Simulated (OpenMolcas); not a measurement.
## The standard entropy of CH4FSi (SMILES C[SiH]F) from a frequency calculation

A doublet with charge 0, relaxed at UHF/6-31G* (Cartesian functions) (OpenMolcas 26.06):

```xyz
7

C    -0.6543    0.3930   -0.2962
Si    0.9273   -0.6041   -0.0923
F     0.6536   -1.8251    0.9107
H    -1.4435   -0.1955   -0.7525
H    -0.4737    1.2594   -0.9266
H    -1.0142    0.7468    0.6669
H     2.0050    0.2255    0.4900
```

Harmonic wavenumbers in cm⁻¹: 146, 250, 618, 713, 825, 876, 957, 985, 1449, 1596, 1603, 2350, 3192, 3261, 3276.

Masses in u: C 12.011, Si 28.085, F 18.998, H 1.008. Take T = 298.15 K, p = 1 bar, R = 8.3145 J/(mol K), kT/hc = 207.22 cm⁻¹, rigid rotor and harmonic oscillator.

Compute the standard molar entropy.


1. Translation (Sackur–Tetrode): S = R[3/2 ln M + 5/2 ln T − 1.1517] with M = 63.126 gives 160.6 J/(mol K).
2. Rotation: principal moments 22.188, 74.669, 91.176 u Å² give A, B, C = 0.7598, 0.2258, 0.1849 cm⁻¹; the symmetry number is σ = 1; q = (√π/σ)√((kT/hc)³/ABC) = 29685; S = R(ln q + 3/2) = 98.1.
3. Vibration: with u = ν̃/207.22, each mode gives R[u/(eᵘ − 1) − ln(1 − e⁻ᵘ)]; the sum is 24.0, most from 146 cm⁻¹ (11.4), 250 cm⁻¹ (7.2), 618 cm⁻¹ (1.8).
4. Spin and the two mirror images of this shape: R ln 4 = 11.5.
5. Sum: 160.6 + 98.1 + 24.0 + 11.5 = 294.2 J/(mol K).

No measured value is set beside it here. Where a soft mode is a torsion, a harmonic oscillator describes it poorly. Unscaled Hartree–Fock wavenumbers run high.
